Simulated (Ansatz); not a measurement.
Ge–CH2, triplet in cc-pVDZ: errors against RCCSDTQ

Geometry: that of the Ge–CH2, singlet, kept fixed. The singlet lies 1.8 eV lower here.

| atom | x (Å) | y (Å) | z (Å) |
| --- | --- | --- | --- |
| Ge | 0.0000 | 0.0000 | 0.3030 |
| C | 0.0000 | 0.0000 | -1.4834 |
| H | 0.0000 | -0.9122 | -2.0790 |
| H | 0.0000 | 0.9122 | -2.0790 |

Basis cc-pVDZ; Ansatz 0.2.0. Only valence electrons are correlated (noble-gas cores and the filled d shells of p-block atoms frozen), which leaves 10 electrons in 36 orbitals. R marks a restricted (for open shells ROHF) determinant, U an unrestricted one. Active spaces: valence = (10e, 10o) chosen from the atoms' valence shells. No spin–orbit coupling is included, and no scalar relativity.

Full CI isn't at hand for all of this; RCCSDTQ serves as the reference, and is uncertain by about the last step of the cluster series. The frozen core follows each run's orbitals, which can shift R against U totals by a few meV for light atoms and by up to 0.1 eV past Ca.

```
UHF ⟨S²⟩                          : 2.022
T1 diagnostic (RCCSD)             : 0.0176
largest doubles amplitude (RCCSD) : 0.054
```

```json
{"level": "RHF", "E − E(RCCSDTQ) (kcal/mol)": "135.29", "share of correlation (%)": "0.00", "wall time": "–"}
{"level": "RMP2", "E − E(RCCSDTQ) (kcal/mol)": "23.77", "share of correlation (%)": "82.43", "wall time": "–"}
{"level": "RCCSD", "E − E(RCCSDTQ) (kcal/mol)": "4.04", "share of correlation (%)": "97.01", "wall time": "–"}
{"level": "RCCSD(T)", "E − E(RCCSDTQ) (kcal/mol)": "0.73", "share of correlation (%)": "99.46", "wall time": "9 s"}
{"level": "BCCD(T)", "E − E(RCCSDTQ) (kcal/mol)": "0.72", "share of correlation (%)": "99.47", "wall time": "6.5 s"}
{"level": "RCCSDT", "E − E(RCCSDTQ) (kcal/mol)": "0.20", "share of correlation (%)": "99.85", "wall time": "–"}
{"level": "RCCSDT(Q)", "E − E(RCCSDTQ) (kcal/mol)": "0.01", "share of correlation (%)": "99.99", "wall time": "17 s"}
{"level": "CASSCF (valence space)", "E − E(RCCSDTQ) (kcal/mol)": "86.25", "share of correlation (%)": "36.25", "wall time": "–"}
{"level": "NEVPT2 (valence space)", "E − E(RCCSDTQ) (kcal/mol)": "20.84", "share of correlation (%)": "84.59", "wall time": "8 s"}
{"level": "MRCISD (valence space)", "E − E(RCCSDTQ) (kcal/mol)": "5.32", "share of correlation (%)": "96.07", "wall time": "–"}
{"level": "MRCISD+Q (valence space)", "E − E(RCCSDTQ) (kcal/mol)": "0.12", "share of correlation (%)": "99.91", "wall time": "9.5 s (H100)"}
```

The correlation energy at RCCSDTQ, counted from RHF, is -5.867 eV. That run took 31 s on 2 threads of AMD EPYC 7R13 with a shared H100 80 GB, shared host.

Run but not shown, since their state or frozen core can't be matched to the reference's or they repeat it: UHF, UMP2, UCCSD, UCCSD(T), UCCSDT, UCCSDT(Q).

Times hold each run's SCF and search for its determinant on a shared host, so for small cases they say little of a method's own cost; rows without a card ran on 1 thread of AMD EPYC 7R13.

Natural occupations of CASSCF (valence space) about the gap: 1.984 1.979 1.976 1.957 1.000 0.997 0.040 0.023 0.022 0.022; effectively unpaired electrons, Σ n²(2−n)², 2.02.
